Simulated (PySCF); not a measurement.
**How methods differ on the ionisation energy of Mg**

Mg [Ne] 3s2 (1S) → Mg⁺ [Ne] 3s1 (2S), as a difference of total energies. Computed with PySCF 2.14 in aug-cc-pCVTZ-DK, with scalar relativity by spin-free X2C-1e. Correlated levels: nothing frozen. The calculations carry no spin-orbit coupling.

| method | ionisation energy (eV) |
| --- | --- |
| UHF | 6.616 |
| MP2 (all electrons) | 7.380 |
| SCS-MP2 (all electrons) | 7.483 |
| CCSD (all electrons) | 7.574 |
| CCSD(T) (all electrons) | 7.608 |

Errors of the correlated levels include the incompleteness of this basis.

**Question.** Which method comes closest to the reference value, and which is furthest?

**Answer.** The reference is 7.646 eV (measured; NIST Atomic Spectra Database, ionization energies). Closest: CCSD(T) (all electrons) (error -0.038 eV); furthest: UHF (error -1.030 eV).
